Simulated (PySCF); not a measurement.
## Continuum solvent and chemical shifts

Molfile (atoms numbered from 1):
```
C4H9Cl
     RDKit          3D

 14 13  0  0  0  0  0  0  0  0999 V2000
   -1.9581   -0.0762   -0.2994 C   0  0  0  0  0  0  0  0  0  0  0  0
   -0.4793   -0.0466   -0.6519 C   0  0  0  0  0  0  0  0  0  0  0  0
    0.4204    0.0404    0.5752 C   0  0  0  0  0  0  0  0  0  0  0  0
    1.8891    0.0694    0.2129 C   0  0  0  0  0  0  0  0  0  0  0  0
    2.9285    0.1799    1.6656 Cl  0  0  0  0  0  0  0  0  0  0  0  0
   -2.1983   -0.9412    0.3391 H   0  0  0  0  0  0  0  0  0  0  0  0
   -2.5870   -0.1414   -1.1997 H   0  0  0  0  0  0  0  0  0  0  0  0
   -2.2550    0.8309    0.2507 H   0  0  0  0  0  0  0  0  0  0  0  0
   -0.2188   -0.9485   -1.2336 H   0  0  0  0  0  0  0  0  0  0  0  0
   -0.2735    0.8101   -1.3177 H   0  0  0  0  0  0  0  0  0  0  0  0
    0.2330   -0.8170    1.2435 H   0  0  0  0  0  0  0  0  0  0  0  0
    0.1782    0.9447    1.1586 H   0  0  0  0  0  0  0  0  0  0  0  0
    2.1318    0.9363   -0.4185 H   0  0  0  0  0  0  0  0  0  0  0  0
    2.1902   -0.8406   -0.3259 H   0  0  0  0  0  0  0  0  0  0  0  0
  1  2  1  0
  2  3  1  0
  3  4  1  0
  4  5  1  0
  1  6  1  0
  1  7  1  0
  1  8  1  0
  2  9  1  0
  2 10  1  0
  3 11  1  0
  3 12  1  0
  4 13  1  0
  4 14  1  0
M  END
```

GIAO PBE0/pcSseg-1 in PySCF 2.14.0 with density-fitted response routines on one PBE0-D3(BJ)/def2-SVP conformer, non-relativistic, equivalent nuclei averaged. Solvents enter as an IEF-PCM continuum (chloroform with ε = 4.7, tetrahydrofuran with ε = 7.4, dichloromethane with ε = 8.9) around the gas-phase geometry. Shifts are referred to TMS computed in the same medium.

Gas phase, δ in ppm: C4 49.5, C3 39.4, C2 24.0, C1 16.1, H13/H14 3.20, H11/H12 1.45, H9/H10 1.06, H6/H7/H8 1.04. Dipole moment 2.33 D.

**Question.** How does each δ change in the continuum?

**Answer.** 
```
   atoms                          environment  Δδ, chloroform  Δδ, tetrahydrofuran  Δδ, dichloromethane
      C4                 sp3 CH2 bonded to Cl            +1.5                 +1.7                 +1.8
      C3                              sp3 CH2            +0.5                 +0.6                 +0.6
      C2                              sp3 CH2            +0.2                 +0.2                 +0.2
      C1                        methyl carbon            +0.2                 +0.3                 +0.3
 H13/H14  hydrogen on an sp3 CH2 bonded to Cl           +0.19                +0.22                +0.23
 H11/H12               hydrogen on an sp3 CH2           +0.01                 0.00                 0.00
  H9/H10               hydrogen on an sp3 CH2           +0.06                +0.08                +0.08
H6/H7/H8          hydrogen on a methyl carbon           -0.01                -0.01                -0.01
```

Changes are relative to the gas phase. The dipole moment becomes 2.75 D in chloroform, 2.81 D in tetrahydrofuran, 2.83 D in dichloromethane.

**Question.** Which nuclei move most (in ppm), and what does the model miss?

**Answer.** C4 (sp3 CH2 bonded to Cl, +1.8 ppm) in dichloromethane. A continuum only polarises the solute; specific hydrogen bonds, the anisotropy of aromatic solvents and changes of geometry or conformer are outside it.
